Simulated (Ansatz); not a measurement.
The same path of H$_{3}$NSi$_{2}$ (6 atoms, charge 0, multiplicity 1) was run 3 times with different band settings.

All numbers below come from RKS r2SCAN-D4/def2-SVP in Ansatz.

Relaxed end points:

```xyz
6
Properties=species:S:1:pos:R:3
N -0.923 0.204 -0.742
Si 0.253 0.348 0.482
Si 1.851 0.118 1.850
H -1.831 -0.229 -0.599
H -0.787 0.537 -1.692
H 1.436 -0.978 0.701
```

```xyz
6
Properties=species:S:1:pos:R:3
N -0.757 -0.220 -0.906
Si 0.513 -0.321 0.223
Si 1.920 -0.054 1.782
H -1.677 -0.624 -0.754
H -0.675 0.253 -1.801
H 0.676 0.967 1.455
```

Common settings: movable images 7; climbing image yes; start path IDPP; force threshold 0.05 eV/Å; end points relaxed.

| run | spring | optimiser | iteration limit | largest step |
| --- | --- | --- | --- | --- |
| 1 | 5.0 eV/Å² | quadratic models (default) | 59 | default |
| 2 | 50.0 eV/Å² | quadratic models (default) | 60 | default |
| 3 | 5.0 eV/Å² | fire | 60 | 0.5 Å |

(1) What does each run give, and how far can it be trusted?

## Answers

(1) Run 1: converged after 7 iterations, highest image 0.305 eV above the first end. A vibrational analysis at the climbing image gives 2 clearly imaginary modes (429i, 178i cm⁻¹): a point of higher order, so a lower path passes nearby.
Run 2: converged after 7 iterations, highest image 0.305 eV above the first end. Another band between the same ends (7 images) ends at a top of the same energy, where a vibrational analysis finds 2 clearly imaginary modes.
Run 3: converged after 31 iterations, highest image 0.305 eV above the first end. Another band between the same ends (7 images) ends at a top of the same energy, where a vibrational analysis finds 2 clearly imaginary modes.
